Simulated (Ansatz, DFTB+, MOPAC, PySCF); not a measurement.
System: N-methylmethanamine, C2H7N (charge 0, singlet). SMILES: CNC
Geometry from a B3LYP-D3(BJ)/def2-TZVP (Ansatz, a program for electronic structure) optimisation:
```xyz
10

C     -0.0183    -0.2257     1.2115
N     -0.0165     0.5806     0.0024
C     -0.0428    -0.2163    -1.2126
H      0.7946    -0.9698     1.2537
H      0.0610     0.4203     2.0868
H     -0.9638    -0.7689     1.2836
H      0.7920     1.1896    -0.0034
H      0.7690    -0.9601    -1.2770
H      0.0189     0.4364    -2.0843
H     -0.9897    -0.7590    -1.2698
```
Charge 0, spin multiplicity 1.

Quantity: size of the dipole moment, in D. Set-up: SCC-DFTB with the Slater-Koster set that CP2K ships; spin-orbit terms left out; six Cartesian d functions in 6-31G* and its kin unless marked 5d; 6-311+G** with 5d; non-relativistic; no dispersion term unless named. First-principles and DFTB rows: single points at B3LYP-D3(BJ) geometries (Ansatz). Semi-empirical rows: dipoles at the shared geometry.

Measured values: NIST CCCBDB, as tabulated in the package chemicals; dipoles are vibrational averages. 

Value to compare with, the measured value: 1.03 D.

```tsv
level	program	size of the dipole moment (D)	error
PM3	MOPAC	1.24	0.21
SCC-DFTB	DFTB+	0.48	-0.55
PBE/def2-SVP	Ansatz	0.88	-0.15
B3LYP/3-21G	Ansatz	1.09	0.06
B3LYP/6-31G*	Ansatz	1.00	-0.03
B3LYP/6-31G**	Ansatz	0.97	-0.06
B3LYP/cc-pVDZ	Ansatz	0.83	-0.20
B3LYP/6-311+G**	Ansatz	1.06	0.03
M06-2X/6-31G* (5d)	PySCF	1.05	0.02
```

Among the 9 habitual levels, SCC-DFTB lies farthest from the measured value (-0.55 D); 4 of 9 lie above it, and their mean absolute error is 0.15 D, the median 0.06. One case shows no general order.

The levels are drawn from those run, B3LYP/6-31G* more often than the rest, none by its result; runs whose electronic state is in doubt are left out.
